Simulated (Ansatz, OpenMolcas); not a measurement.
## How methods differ on SiNH5 (SMILES [SiH3]N)

SiNH5 has 7 atoms, charge 0, and is taken as a singlet. As SMILES, `[SiH3]N`. Geometry: relaxed at PBE0-D4/def2-TZVP.

```xyz
7

Si   -0.4130   -0.2927   -0.4224
N     0.6118    0.3487    0.8013
H    -0.0183   -1.7063   -0.6533
H    -1.8132   -0.2171    0.0689
H    -0.3679    0.4027   -1.7440
H     0.3916    1.2382    1.2195
H     1.6091    0.2265    0.7299
```

Quantity: the energy change with the N2–H6 bond stretched from 1.007 to 1.813 Å, in eV. The values are calculated.

```csv
level,kind,program,value (eV),CPU time (all runs)
HF/def2-TZVP (unrestricted),Hartree–Fock,OpenMolcas,3.75,25 s
SVWN5/def2-TZVP (restricted),LDA,Ansatz,3.68,5.9 s
BLYP/def2-TZVP (restricted),GGA,Ansatz,3.53,8.1 s
r2SCAN/def2-TZVP (restricted),meta-GGA,OpenMolcas,3.86,99 s
B3LYP/def2-TZVP (restricted),global hybrid,OpenMolcas,3.85,74 s
HSE06/def2-TZVP (restricted),range-separated hybrid,Ansatz,4.00,9.5 s
wB97M-V/def2-TZVP (restricted),range-separated hybrid,Ansatz,4.02,64 s
RPA@PBE0/def2-TZVP (restricted),RPA,Ansatz,3.85,17 s
MP2/def2-TZVP (restricted),perturbation theory,OpenMolcas,4.01,23 s
```

The first shape isn't each level's own minimum. The values span 3.53 to 4.02 eV. Spin contamination of the reference (⟨S²⟩ at least 0.1 too high) touches HF/def2-TZVP. CPU times are rough (shared hosts, several kinds of processor and program).
